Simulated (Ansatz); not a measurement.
**One shape, several levels: C2H2F4 (SMILES FCC(F)(F)F)**

We compute a comparison of 5 runs (HF/STO-3G, HF/def2-SVP, B3LYP/6-31G*, PBE0/def2-SVP, wPBEh-D4/def2-SVPD) of C2H2F4. 

Program for the calculation: Ansatz 0.2.0.

3 further runs of the same task are left out: 3 set aside as unsound or not needed.

**1. The molecule**

C2H2F4 has 8 atoms, charge 0, and is taken as a singlet. SMILES: `FCC(F)(F)F`. The shape is that of a PBE0-D4/def2-TZVP optimisation.

Bond lengths: F1–C2 1.364 Å, C2–C3 1.514 Å, C3–F4 1.332 Å, C3–F5 1.339 Å, C3–F6 1.332 Å, C2–H7 1.092 Å, C2–H8 1.092 Å. Some angles: F1–C2–C3 109.8°, C2–C3–F4 111.9°, C2–C3–F5 108.9°, C2–C3–F6 111.9°, F4–C3–F5 108.1°, F4–C3–F6 107.9°, F5–C3–F6 108.1°, F1–C2–H7 109.7°, F1–C2–H8 109.7°, C3–C2–H7 108.6°.

**2. Energy and gradient at HF/STO-3G (run 1)**

Input file input.yaml:

```yaml
crystal:
  periodic: [false, false, false]
  atoms:
    - symbol: F
      position_ang: [-0.224600, -1.506500, 0.915200]
    - symbol: C
      position_ang: [-0.211200, -0.737800, -0.211700]
    - symbol: C
      position_ang: [0.211200, 0.674300, 0.135500]
    - symbol: F
      position_ang: [1.434400, 0.711300, 0.662400]
    - symbol: F
      position_ang: [0.217100, 1.411800, -0.982100]
    - symbol: F
      position_ang: [-0.624600, 1.243600, 1.002900]
    - symbol: H
      position_ang: [0.502000, -1.148600, -0.930100]
    - symbol: H
      position_ang: [-1.212300, -0.705100, -0.647900]
basis:
  gaussian: {orbitals: STO-3G}
accuracy: high
output: {forces: true, orbitals: {seedname: orbitals}}
magnetization: {spin_polarized: false}
hamiltonian: {xc: hf}
```

Run with:

```bash
$ ansatz run input.yaml --threads 1 --pin off --max-ram 2610MiB --events-out events.jsonl --progress --plain --runs-dir runs
```

Output:

```text
Warning: RAYON_NUM_THREADS=1 ignored (pool sized by the plan → 1); use --threads N
Functional definition: HF
  name "HF"
  exchange = exact_x
  correlation = 0
684 factors; integrals over basis functions are off by at most 4.3e-8 eV
mean field evaluation 1: about -12731.3340 eV, gradient 4.4e1 eV
mean field evaluation 2: about -12731.6346 eV, gradient 4.4e1 eV
mean field evaluation 4: about -12738.2278 eV, gradient 2.5e0 eV
mean field evaluation 8: about -12738.2587 eV, gradient 4.5e-4 eV
mean field -12738.25865074 eV, -468.1223711129 hartree, gradient 2.0e-8 eV, S^2 0.000000; 0 other end points of the search recorded, 0 dependent functions left out
the calculation of the forces begins
reference -12738.25865074 eV, -468.1223711129 hartree; 25, 25 occupied and 7, 7 virtual orbitals, 684 factors
Total energy: -12738.25865074 eV, -468.1223711129 hartree
Atom 0 at    -0.224600    -1.506500     0.915200 Å, force    -0.041089    -0.900293     1.163554 eV/Å
Atom 1 at    -0.211200    -0.737800    -0.211700 Å, force    -0.625175    -1.952724    -0.719062 eV/Å
Atom 2 at     0.211200     0.674300     0.135500 Å, force    -0.004657     0.305768    -0.531640 eV/Å
Atom 3 at     1.434400     0.711300     0.662400 Å, force     2.600591    -0.061949     1.113592 eV/Å
Atom 4 at     0.217100     1.411800    -0.982100 Å, force     0.039838     1.520310    -2.134088 eV/Å
Atom 5 at    -0.624600     1.243600     1.002900 Å, force    -1.847955     1.088485     1.850443 eV/Å
Atom 6 at     0.502000    -1.148600    -0.930100 Å, force     0.004647    -0.016600    -0.382218 eV/Å
Atom 7 at    -1.212300    -0.705100    -0.647900 Å, force    -0.126199     0.017002    -0.360581 eV/Å
Dipole moment:    -0.074024    -0.133905    -0.239018 e Å
```

It took 1.5 s on 1 thread of Intel Xeon Platinum 8259CL at 2.50GHz (Skylake/Cascade Lake), shared host.

**3. Energy and gradient at HF/def2-SVP (run 2)**

Input file in.yaml:

```yaml
crystal:
  periodic: [false, false, false]
  atoms:
    - {symbol: F, position_ang: [-0.224600, -1.506500, 0.915200]}
    - {symbol: C, position_ang: [-0.211200, -0.737800, -0.211700]}
    - {symbol: C, position_ang: [0.211200, 0.674300, 0.135500]}
    - {symbol: F, position_ang: [1.434400, 0.711300, 0.662400]}
    - {symbol: F, position_ang: [0.217100, 1.411800, -0.982100]}
    - {symbol: F, position_ang: [-0.624600, 1.243600, 1.002900]}
    - {symbol: H, position_ang: [0.502000, -1.148600, -0.930100]}
    - {symbol: H, position_ang: [-1.212300, -0.705100, -0.647900]}
basis:
  gaussian:
    orbitals: def2-SVP
hamiltonian:
  xc: hf
accuracy: high
output: {forces: true, orbitals: {seedname: orbitals}}
```

Run with:

```bash
$ ansatz run in.yaml --threads 1 --pin off --max-ram 2610MiB --events-out events.jsonl --progress --plain --runs-dir runs
```

Output (excerpt; [...] marks lines left out):

```text
Warning: RAYON_NUM_THREADS=1 ignored (pool sized by the plan → 1); use --threads N
[... 2 set-up lines as earlier in the session ...]
[...]
2153 factors; integrals over basis functions are off by at most 3.2e-9 eV
[...]
mean field -12905.85248079 eV, -474.2813307680 hartree, gradient 2.2e-8 eV, S^2 0.000000; 0 other end points of the search recorded, 0 dependent functions left out
[...]
reference -12905.85248079 eV, -474.2813307680 hartree; 25, 25 occupied and 69, 69 virtual orbitals, 2153 factors
Total energy: -12905.85248079 eV, -474.2813307680 hartree
Atom 0 at    -0.224600    -1.506500     0.915200 Å, force     0.034278     0.570485    -0.691319 eV/Å
Atom 1 at    -0.211200    -0.737800    -0.211700 Å, force     0.008566    -0.231416     0.426695 eV/Å
Atom 2 at     0.211200     0.674300     0.135500 Å, force     0.240135     0.750019     0.264962 eV/Å
Atom 3 at     1.434400     0.711300     0.662400 Å, force    -1.125893     0.010494    -0.506781 eV/Å
Atom 4 at     0.217100     1.411800    -0.982100 Å, force     0.007980    -0.656995     1.076835 eV/Å
Atom 5 at    -0.624600     1.243600     1.002900 Å, force     0.782579    -0.482915    -0.822448 eV/Å
Atom 6 at     0.502000    -1.148600    -0.930100 Å, force    -0.132792     0.061406     0.152113 eV/Å
Atom 7 at    -1.212300    -0.705100    -0.647900 Å, force     0.185147    -0.021079     0.099942 eV/Å
Dipole moment:    -0.123398    -0.207262    -0.423583 e Å
```

Run time: 6.6 s. Hardware: 1 thread of Intel Xeon Platinum 8259CL at 2.50GHz (Skylake/Cascade Lake), shared host.

Run 3 isn't shown in full; the table further down has it.

**4. Energy and forces at PBE0/def2-SVP (run 4)**

Input file job.yaml:

```yaml
crystal:
  periodic: [false, false, false]
  atoms:
    - symbol: F
      position_ang: [-0.224600, -1.506500, 0.915200]
    - symbol: C
      position_ang: [-0.211200, -0.737800, -0.211700]
    - symbol: C
      position_ang: [0.211200, 0.674300, 0.135500]
    - symbol: F
      position_ang: [1.434400, 0.711300, 0.662400]
    - symbol: F
      position_ang: [0.217100, 1.411800, -0.982100]
    - symbol: F
      position_ang: [-0.624600, 1.243600, 1.002900]
    - symbol: H
      position_ang: [0.502000, -1.148600, -0.930100]
    - symbol: H
      position_ang: [-1.212300, -0.705100, -0.647900]
basis:
  gaussian: {orbitals: def2-SVP}
hamiltonian: {xc: {name: PBE0}}
accuracy: high
output: {forces: true, orbitals: {seedname: orbitals}}
```

Run with:

```bash
$ ansatz run job.yaml --threads 1 --pin off --max-ram 2610MiB --events-out events.jsonl --progress --plain --runs-dir runs
```

Output (excerpt; [...] marks lines left out):

```text
Warning: RAYON_NUM_THREADS=1 ignored (pool sized by the plan → 1); use --threads N
Functional definition: PBE0
  name "PBE0"
[...]
2153 factors; integrals over basis functions are off by at most 3.2e-9 eV
[...]
mean field -12951.50212076 eV, -475.9589240944 hartree, gradient 1.9e-8 eV, S^2 0.000000; 0 other end points of the search recorded, 0 dependent functions left out
[...]
reference -12951.50212224 eV, -475.9589241489 hartree; 25, 25 occupied and 69, 69 virtual orbitals, 2153 factors
Total energy: -12951.50212224 eV, -475.9589241489 hartree
Atom 0 at    -0.224600    -1.506500     0.915200 Å, force     0.011027     0.134421    -0.146744 eV/Å
Atom 1 at    -0.211200    -0.737800    -0.211700 Å, force     0.087243    -0.044381     0.609453 eV/Å
Atom 2 at     0.211200     0.674300     0.135500 Å, force     0.041635     0.156788    -0.007277 eV/Å
Atom 3 at     1.434400     0.711300     0.662400 Å, force    -0.114997    -0.040952    -0.053718 eV/Å
Atom 4 at     0.217100     1.411800    -0.982100 Å, force    -0.004509    -0.079200     0.097732 eV/Å
Atom 5 at    -0.624600     1.243600     1.002900 Å, force     0.058426    -0.085854    -0.082392 eV/Å
Atom 6 at     0.502000    -1.148600    -0.930100 Å, force     0.173408    -0.075372    -0.243643 eV/Å
Atom 7 at    -1.212300    -0.705100    -0.647900 Å, force    -0.252232     0.034551    -0.173410 eV/Å
Dipole moment:    -0.102031    -0.171252    -0.350378 e Å
```

It took 13 s on 1 thread of Intel Xeon Platinum 8259CL at 2.50GHz (Skylake/Cascade Lake), shared host.

**5. The energy at wPBEh-D4/def2-SVPD (sfX2C) (run 5)**

Input file molecule.yaml:

```yaml
crystal:
  periodic: [false, false, false]
  atoms:
    - {symbol: F, position_ang: [-0.224600, -1.506500, 0.915200]}
    - {symbol: C, position_ang: [-0.211200, -0.737800, -0.211700]}
    - {symbol: C, position_ang: [0.211200, 0.674300, 0.135500]}
    - {symbol: F, position_ang: [1.434400, 0.711300, 0.662400]}
    - {symbol: F, position_ang: [0.217100, 1.411800, -0.982100]}
    - {symbol: F, position_ang: [-0.624600, 1.243600, 1.002900]}
    - {symbol: H, position_ang: [0.502000, -1.148600, -0.930100]}
    - {symbol: H, position_ang: [-1.212300, -0.705100, -0.647900]}
basis:
  gaussian:
    orbitals: def2-SVPD
hamiltonian:
  xc: {name: wPBEh}
  dispersion: d4
  pseudopotentials:
    relativity: scalar
output:
  orbitals: {seedname: orbitals}
```

Run with:

```bash
$ ansatz run molecule.yaml --threads 1 --pin off --max-ram 2610MiB --events-out events.jsonl --progress --plain --runs-dir runs
```

Output (excerpt; [...] marks lines left out):

```text
Warning: the engine holds no damping parameters fitted to this dispersion correction and functional, so the run takes those fitted to hse06 (hamiltonian.dispersion, under Limitations)
Warning: RAYON_NUM_THREADS=1 ignored (pool sized by the plan → 1); use --threads N
Functional definition: wPBEh
  name "wPBEh"
[...]
1206 factors; their error is unknown
133 factors; integrals over basis functions are off by at most 3.6e-7 eV
[...]
mean field -12963.19169063 eV, -476.3885078637 hartree, gradient 1.7e-5 eV, S^2 0.000000; 0 other end points of the search recorded, 0 dependent functions left out
reference -12963.19173574 eV, -476.3885095214 hartree; 25, 25 occupied and 123, 123 virtual orbitals, 1206 factors
Total energy: -12963.28147851 eV, -476.3918075074 hartree
Relativity: scalar
```

Run time: 7.2 s. Hardware: 1 thread of Intel Xeon Platinum 8259CL at 2.50GHz (Skylake/Cascade Lake), shared host.

**6. All runs side by side**

```csv
run,level,Cartesian functions,task,energy (Eh),dipole moment (D),HOMO energy (eV),LUMO energy (eV),wall time
1,HF/STO-3G,no,gradient,-468.122371,1.36,-10.70,13.67,1.5 s
2,HF/def2-SVP,no,gradient,-474.281331,2.34,-15.23,4.91,6.6 s
3,B3LYP/6-31G* (Cartesian functions),yes,gradient,-476.770325,1.75,-9.67,2.09,14 s
4,PBE0/def2-SVP,no,gradient,-475.958924,1.94,-10.29,1.86,13 s
5,wPBEh-D4/def2-SVPD (sfX2C),no,energy,-476.391808,–,-10.27,0.23,7.2 s
```

**7. Summary of results**

| quantity | value |
| --- | --- |
| run 5: total energy | -476.39181 Eh |
| run 5: HOMO energy | -10.27 eV |
| run 5: LUMO energy | 0.23 eV |
| run 5: HOMO–LUMO gap | 10.49 eV |
| run 5: dispersion energy | -8.66 kJ/mol |

Over runs 1, 2, 3, 4 the dipole moment (its size) runs from 1.36 D (HF/STO-3G) to 2.34 D (HF/def2-SVP). The HOMO–LUMO gap runs from 10.49 eV (wPBEh-D4/def2-SVPD) to 24.37 eV (HF/STO-3G). The two ends differ in method and basis and Hamiltonian. Totals of different functionals can't be ranked against each other. In run 1 the basis is minimal, so the values are rough. All runs together took 43 s, the longest 14 s.
